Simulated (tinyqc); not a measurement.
Inside a calculation. Method: UHF in the sto-6g basis, for H2F+, spin multiplicity 1. One step of it, computed by the program tinyqc.

Task: Iteration 10 (converged): orbitals. Diagonalise F' = X^T F X, C = X C', fill 5 alpha and 5 beta electrons from the bottom; D(s) = C_occ C_occ^T. Each column has its largest component positive (the first on a tie).

converged F(alpha) (hartree), lower triangle:
```
             1F 1s      1F 2s     1F 2px     1F 2py     1F 2pz      2H 1s      3H 1s
1F 1s   -26.839475
1F 2s    -6.500051  -3.370870
1F 2px    0.000000   0.000000  -0.947905
1F 2py    0.000000   0.000000   0.000000  -0.808726
1F 2pz   -0.017012  -0.061855   0.000000   0.000000  -0.849634
2H 1s    -0.616586  -0.703577   0.000000  -0.374236  -0.318829  -0.585515
3H 1s    -0.616586  -0.703577   0.000000   0.374236  -0.318829  -0.168889  -0.585515
```

converged F(beta) (hartree), lower triangle:
```
             1F 1s      1F 2s     1F 2px     1F 2py     1F 2pz      2H 1s      3H 1s
1F 1s   -26.839475
1F 2s    -6.500051  -3.370870
1F 2px    0.000000   0.000000  -0.947905
1F 2py    0.000000   0.000000   0.000000  -0.808726
1F 2pz   -0.017012  -0.061855   0.000000   0.000000  -0.849634
2H 1s    -0.616586  -0.703577   0.000000  -0.374236  -0.318829  -0.585515
3H 1s    -0.616586  -0.703577   0.000000   0.374236  -0.318829  -0.168889  -0.585515
```

X, lower triangle:
```
            1F 1s      1F 2s    1F 2px     1F 2py     1F 2pz      2H 1s     3H 1s
1F 1s    1.021805
1F 2s   -0.125858   1.071198
1F 2px   0.000000   0.000000  1.000000
1F 2py   0.000000   0.000000  0.000000   1.026226
1F 2pz  -0.002848   0.025972  0.000000   0.000000   1.013467
2H 1s    0.011711  -0.129293  0.000000  -0.099104  -0.067309   1.047636
3H 1s    0.011711  -0.129293  0.000000   0.099104  -0.067309  -0.043253  1.047636
```

Give: F' = X^T F X; orbital energies; coefficients C; F' = X^T F X; orbital energies; coefficients C; D(alpha) after iteration 10; D(beta) after iteration 10.

Result:

F' = X^T F X (alpha) (hartree), lower triangle:
```
          1        2        3        4        5        6        7
1  -26.4297
2   -3.1855  -2.2156
3    0.0000   0.0000  -0.9479
4    0.0000   0.0000   0.0000  -0.7076
5   -0.0270   0.0171   0.0000   0.0000  -0.7928
6   -0.0566  -0.2915   0.0000  -0.2990  -0.2305  -0.3894
7   -0.0566  -0.2915   0.0000   0.2990  -0.2305  -0.0395  -0.3894
```

orbital energies (alpha) (hartree): MO1 -26.8425, MO2 -1.9147, MO3 -0.9879, MO4 -0.9509, MO5 -0.9479, MO6 -0.1589, MO7 -0.0696

coefficients C (alpha):
```
            MO1      MO2      MO3      MO4     MO5      MO6      MO7
1F 1s    0.9973  -0.2430   0.0000   0.0463  0.0000   0.0669   0.0000
1F 2s    0.0118   0.9881   0.0000  -0.2431  0.0000  -0.4024   0.0000
1F 2px   0.0000   0.0000   0.0000   0.0000  1.0000   0.0000   0.0000
1F 2py   0.0000   0.0000   0.7780   0.0000  0.0000   0.0000  -0.6838
1F 2pz   0.0011   0.0613   0.0000   0.8573  0.0000  -0.5461   0.0000
2H 1s   -0.0015   0.0637   0.3435   0.2619  0.0000   0.6732   0.6977
3H 1s   -0.0015   0.0637  -0.3435   0.2619  0.0000   0.6732  -0.6977
```

F' = X^T F X (beta) (hartree), lower triangle:
```
          1        2        3        4        5        6        7
1  -26.4297
2   -3.1855  -2.2156
3    0.0000   0.0000  -0.9479
4    0.0000   0.0000   0.0000  -0.7076
5   -0.0270   0.0171   0.0000   0.0000  -0.7928
6   -0.0566  -0.2915   0.0000  -0.2990  -0.2305  -0.3894
7   -0.0566  -0.2915   0.0000   0.2990  -0.2305  -0.0395  -0.3894
```

orbital energies (beta) (hartree): MO1 -26.8425, MO2 -1.9147, MO3 -0.9879, MO4 -0.9509, MO5 -0.9479, MO6 -0.1589, MO7 -0.0696

coefficients C (beta):
```
            MO1      MO2      MO3      MO4     MO5      MO6      MO7
1F 1s    0.9973  -0.2430   0.0000   0.0463  0.0000   0.0669   0.0000
1F 2s    0.0118   0.9881   0.0000  -0.2431  0.0000  -0.4024   0.0000
1F 2px   0.0000   0.0000   0.0000   0.0000  1.0000   0.0000   0.0000
1F 2py   0.0000   0.0000   0.7780   0.0000  0.0000   0.0000  -0.6838
1F 2pz   0.0011   0.0613   0.0000   0.8573  0.0000  -0.5461   0.0000
2H 1s   -0.0015   0.0637   0.3435   0.2619  0.0000   0.6732   0.6977
3H 1s   -0.0015   0.0637  -0.3435   0.2619  0.0000   0.6732  -0.6977
```

D(alpha) after iteration 10, lower triangle:
```
          1F 1s    1F 2s  1F 2px   1F 2py  1F 2pz    2H 1s   3H 1s
1F 1s    1.0557
1F 2s   -0.2396   1.0355
1F 2px   0.0000   0.0000  1.0000
1F 2py   0.0000   0.0000  0.0000   0.6053
1F 2pz   0.0259  -0.1478  0.0000   0.0000  0.7387
2H 1s   -0.0048  -0.0007  0.0000   0.2673  0.2284   0.1906
3H 1s   -0.0048  -0.0007  0.0000  -0.2673  0.2284  -0.0454  0.1906
```

D(beta) after iteration 10, lower triangle:
```
          1F 1s    1F 2s  1F 2px   1F 2py  1F 2pz    2H 1s   3H 1s
1F 1s    1.0557
1F 2s   -0.2396   1.0355
1F 2px   0.0000   0.0000  1.0000
1F 2py   0.0000   0.0000  0.0000   0.6053
1F 2pz   0.0259  -0.1478  0.0000   0.0000  0.7387
2H 1s   -0.0048  -0.0007  0.0000   0.2673  0.2284   0.1906
3H 1s   -0.0048  -0.0007  0.0000  -0.2673  0.2284  -0.0454  0.1906
```
